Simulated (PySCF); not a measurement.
# One shape, several levels: SF4 (sulfur tetrafluoride)

Aim: a comparison of 6 runs (B3LYP/6-311+G**, BHLYP/6-311+G**, PBE/6-311+G**, SVWN5/6-311+G**, TPSS/6-311+G**, r2SCAN/6-311+G**) of SF4 (sulfur tetrafluoride). 

The calculation is run with PySCF 2.14.0.

### 1 Starting point

SF4: 5 atoms, total charge 0, spin state singlet. SMILES: `FS(F)(F)F`. The coordinates come from a PBE0-D4/def2-TZVP relaxation.

Bond lengths: F1–S2 1.553 Å, S2–F3 1.649 Å, S2–F4 1.649 Å, S2–F5 1.553 Å. Angles: F1–S2–F3 87.6°, F1–S2–F4 87.6°, F1–S2–F5 101.3°, F3–S2–F4 172.5°, F3–S2–F5 87.6°, F4–S2–F5 87.6°.

### 2 A single-point energy at B3LYP/6-311+G(d,p) (run 1)

Input file calc.py:

```python
# FS(F)(F)F
from pyscf import gto, dft

system = gto.M(
    atom='''
F     -1.060514    -0.430858     2.216271
S      0.120942    -0.675388    -0.459203
F      2.903942    -0.873053     0.928611
F     -2.721395    -0.146076    -1.621763
F      0.757024     2.125186    -1.064105
''',
    max_memory=1860,
    spin=0,
    unit='bohr',
    verbose=3,
    basis='6-311+g**',
)

mf = dft.RKS(system, xc='b3lyp')
mf.grids.level = 5
mf.conv_tol = 1e-10
mf.kernel()
if not mf.converged:
    mf = mf.newton().run(mf.mo_coeff, mf.mo_occ)

e_final = mf.e_tot
print('E(%s) = %.9f' % ('B3LYP', e_final))
```

Started as:

```sh
$ OMP_NUM_THREADS=1 python calc.py
```

Output:

```text
converged SCF energy = -797.615447574733
E(B3LYP) = -797.615447575
```

Wall time 28 s (1 thread of Intel Xeon at 2.70GHz, shared host); peak memory 0.65 GiB.

### 3 A single-point energy at BHLYP/6-311+G(d,p) (run 2)

Input file start.xyz:

```xyz
5
F4S
F     -0.561200    -0.228000     1.172800
S      0.064000    -0.357400    -0.243000
F      1.536700    -0.462000     0.491400
F     -1.440100    -0.077300    -0.858200
F      0.400600     1.124600    -0.563100
```

Input file calc.py:

```python
from pyscf import gto, dft

mol = gto.M(
    atom='start.xyz',
    verbose=3,
    basis='6-311+g**',
    max_memory=1860,
)

calc0 = dft.RKS(mol, xc='bhandhlyp')
calc0.grids.level = 5
calc0.conv_tol = 1e-10
calc0.kernel()
if not calc0.converged:
    calc0 = calc0.newton().run(calc0.mo_coeff, calc0.mo_occ)

etot = calc0.e_tot
print('Final energy', etot)
```

Started as:

```sh
$ OMP_NUM_THREADS=1 python calc.py
```

Output:

```text
converged SCF energy = -797.432965794512
Final energy -797.4329657945118
```

Wall time 23 s (1 thread of Intel Xeon at 2.70GHz, shared host); peak memory 0.65 GiB.

Runs 3 to 5 aren't shown in full; the table further down has their settings and results.

### 4 A single-point energy at r2SCAN/6-311+G(d,p) (run 6)

Input file job.py:

```python
# FS(F)(F)F
from pyscf import gto, dft

mol = gto.Mole()
mol.atom = [
    ('F', (-0.561200, -0.228000, 1.172800)),
    ('S', (0.064000, -0.357400, -0.243000)),
    ('F', (1.536700, -0.462000, 0.491400)),
    ('F', (-1.440100, -0.077300, -0.858200)),
    ('F', (0.400600, 1.124600, -0.563100)),
]
mol.basis = '6-311+g**'
mol.max_memory = 1860
mol.verbose = 3
mol.build()

ks = dft.RKS(mol, xc='r2scan')
ks.conv_tol = 1e-10
ks.grids.level = 5
ks.kernel()
if not ks.converged:
    ks = ks.newton().run(ks.mo_coeff, ks.mo_occ)

etot = ks.e_tot
print('E(%s) = %.9f' % ('R2SCAN', etot))
```

Started as:

```sh
$ OMP_NUM_THREADS=1 python job.py
```

Output:

```text
converged SCF energy = -797.422523570203
E(R2SCAN) = -797.422523570
```

Wall time 39 s (1 thread of Intel Xeon at 2.70GHz, shared host); peak memory 0.68 GiB.

### 5 The series

```
run             level  energy (Eh)  dipole moment (D)  HOMO energy (eV)  LUMO energy (eV)  wall time
  1   B3LYP/6-311+G**  -797.615448               0.94            -10.02             -2.72       28 s
  2   BHLYP/6-311+G**  -797.432966               1.05            -11.83             -1.40       23 s
  3     PBE/6-311+G**  -797.080523               0.79             -8.57             -3.39       26 s
  4   SVWN5/6-311+G**  -793.766193               0.84             -8.81             -3.65       14 s
  5    TPSS/6-311+G**  -797.657602               0.79             -8.68             -3.31       38 s
  6  r2SCAN/6-311+G**  -797.422524               0.81             -8.92             -3.27       39 s
```

### 6 What came out

| quantity | value |
| --- | --- |
| run 6: total energy | -797.42252 Eh |
| run 6: dipole moment | 0.81 D |
| run 6: HOMO energy | -8.92 eV |
| run 6: LUMO energy | -3.27 eV |
| run 6: HOMO–LUMO gap | 5.65 eV |

The dipole moment (its size) runs from 0.79 D (TPSS/6-311+G**) to 1.05 D (BHLYP/6-311+G**). The HOMO–LUMO gap runs from 5.16 eV (SVWN5/6-311+G**) to 10.43 eV (BHLYP/6-311+G**). Totals of different functionals can't be ranked against each other. All runs together took 2.8 min, the longest 39 s.
